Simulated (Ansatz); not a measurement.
Steps of a relaxation of C₄H₆O, SMILES `C#CCOC` with RKS PBE0-D4/def2-TZVP.

```sh
$ ansatz run in.yaml --threads 4 --pin off --events-out ev --progress --plain --max-ram 10444MiB
```

```yaml
crystal:
  periodic: [false, false, false]
  atoms:
    - {symbol: C, position_ang: [-2.557173, 1.303951, 0.529668]}
    - {symbol: C, position_ang: [-1.457010, 0.905348, 0.179475]}
    - {symbol: C, position_ang: [-0.139103, 0.449743, -0.256911]}
    - {symbol: O, position_ang: [0.234374, -0.732042, 0.421761]}
    - {symbol: C, position_ang: [1.500374, -1.193203, 0.016826]}
    - {symbol: H, position_ang: [-3.531088, 1.653474, 0.841916]}
    - {symbol: H, position_ang: [-0.155282, 0.287344, -1.367230]}
    - {symbol: H, position_ang: [0.609364, 1.267387, -0.081717]}
    - {symbol: H, position_ang: [1.534046, -1.436714, -1.074450]}
    - {symbol: H, position_ang: [1.718015, -2.114723, 0.590342]}
    - {symbol: H, position_ang: [2.308883, -0.447564, 0.220921]}
basis:
  gaussian: {orbitals: def2-TZVP}
hamiltonian: {xc: pbe0, dispersion: d4}
relax: {f_tol: 0.005, max_steps: 150}
```

Positions (Å) and forces (eV/Å) along the path, 7 of 7 steps:

```xyz
11
step=1 energy=-6285.2209 eV
C    -2.557    1.304    0.530    1.502   -0.535   -0.486
C    -1.457    0.905    0.179   -1.711    0.560    0.590
C    -0.139    0.450   -0.257    0.277    0.241   -0.349
O     0.234   -0.732    0.422    0.109    0.260   -0.264
C     1.500   -1.193    0.017    0.428   -0.125   -0.161
H    -3.531    1.653    0.842    0.561   -0.202   -0.179
H    -0.155    0.287   -1.367   -0.023    0.004    0.621
H     0.609    1.267   -0.082   -0.398   -0.477   -0.010
H     1.534   -1.437   -1.074   -0.104    0.139    0.575
H     1.718   -2.115    0.590   -0.155    0.483   -0.276
H     2.309   -0.448    0.221   -0.486   -0.348   -0.062
11
step=2 energy=-6285.2870 eV
C    -2.528    1.290    0.523   -0.178    0.073    0.050
C    -1.448    0.900    0.178    0.126   -0.054   -0.034
C    -0.136    0.450   -0.259    0.074    0.068   -0.096
O     0.229   -0.726    0.420    0.013    0.091   -0.077
C     1.491   -1.183    0.015    0.158   -0.055   -0.052
H    -3.490    1.635    0.832    0.135   -0.052   -0.041
H    -0.155    0.279   -1.354    0.003    0.018    0.201
H     0.605    1.253   -0.075   -0.130   -0.152   -0.022
H     1.514   -1.421   -1.064   -0.024    0.042    0.179
H     1.704   -2.094    0.583   -0.033    0.135   -0.083
H     2.282   -0.440    0.221   -0.145   -0.112   -0.024
11
step=3 energy=-6285.2904 eV
C    -2.526    1.290    0.522    0.022    0.000   -0.013
C    -1.446    0.899    0.177    0.004   -0.005    0.001
C    -0.135    0.449   -0.259   -0.006   -0.009    0.010
O     0.229   -0.725    0.419   -0.018    0.014    0.000
C     1.490   -1.182    0.014    0.021   -0.004   -0.009
H    -3.484    1.633    0.830   -0.018    0.003    0.009
H    -0.154    0.277   -1.347   -0.004   -0.002   -0.006
H     0.602    1.246   -0.076    0.003    0.006    0.004
H     1.511   -1.417   -1.059   -0.005   -0.002   -0.005
H     1.703   -2.088    0.579   -0.001   -0.006    0.005
H     2.275   -0.440    0.221    0.001    0.006    0.005
11
step=4 energy=-6285.2905 eV
C    -2.525    1.290    0.522   -0.002    0.008   -0.005
C    -1.446    0.899    0.177    0.003   -0.006    0.002
C    -0.135    0.449   -0.259   -0.001   -0.004    0.004
O     0.229   -0.725    0.419   -0.009    0.006    0.001
C     1.491   -1.182    0.014    0.012   -0.003   -0.005
H    -3.484    1.633    0.831    0.001   -0.003    0.002
H    -0.155    0.277   -1.347   -0.001    0.000   -0.001
H     0.602    1.246   -0.075    0.000    0.002    0.000
H     1.511   -1.417   -1.059   -0.002    0.000    0.000
H     1.704   -2.089    0.579   -0.001    0.000    0.001
H     2.275   -0.440    0.221   -0.001    0.001    0.001
11
step=5 energy=-6285.2905 eV
C    -2.525    1.290    0.521   -0.002    0.006   -0.004
C    -1.446    0.899    0.177   -0.001   -0.004    0.004
C    -0.136    0.449   -0.259    0.001    0.000   -0.001
O     0.229   -0.725    0.418   -0.001    0.000    0.000
C     1.491   -1.182    0.014    0.002   -0.001    0.000
H    -3.484    1.634    0.831    0.001   -0.003    0.001
H    -0.155    0.277   -1.347    0.000    0.001    0.000
H     0.602    1.246   -0.075    0.000    0.000   -0.001
H     1.511   -1.417   -1.060    0.000    0.001    0.001
H     1.704   -2.089    0.579   -0.001    0.001    0.000
H     2.275   -0.440    0.221   -0.001    0.000    0.000
11
step=6 energy=-6285.2905 eV rejected
C    -2.525    1.291    0.521   -0.005    0.006   -0.002
C    -1.446    0.899    0.178    0.011   -0.005   -0.002
C    -0.136    0.449   -0.259   -0.014    0.004    0.005
O     0.229   -0.725    0.419    0.000    0.000    0.000
C     1.491   -1.182    0.014    0.006   -0.004    0.000
H    -3.484    1.634    0.830    0.001   -0.003    0.002
H    -0.155    0.277   -1.347    0.001   -0.001   -0.002
H     0.602    1.246   -0.075    0.002    0.000    0.000
H     1.511   -1.417   -1.060   -0.001    0.001    0.001
H     1.704   -2.089    0.579   -0.001    0.001    0.000
H     2.275   -0.440    0.221   -0.002    0.000    0.000
11
step=7 energy=-6285.2905 eV
C    -2.525    1.291    0.521   -0.001    0.004   -0.003
C    -1.446    0.899    0.177    0.001   -0.003    0.002
C    -0.136    0.449   -0.259   -0.002    0.002    0.000
O     0.229   -0.725    0.418    0.001   -0.001    0.000
C     1.491   -1.182    0.014   -0.001    0.000    0.001
H    -3.484    1.634    0.830    0.001   -0.002    0.001
H    -0.155    0.277   -1.347    0.000    0.000    0.000
H     0.602    1.246   -0.075    0.000    0.000    0.000
H     1.511   -1.417   -1.060    0.000    0.000    0.000
H     1.704   -2.089    0.579    0.000    0.000    0.000
H     2.275   -0.440    0.221    0.000    0.000    0.000
```

Run time 19 s (4 threads of an Arm Neoverse V1 on a shared host); peak host memory 0.42 GiB.
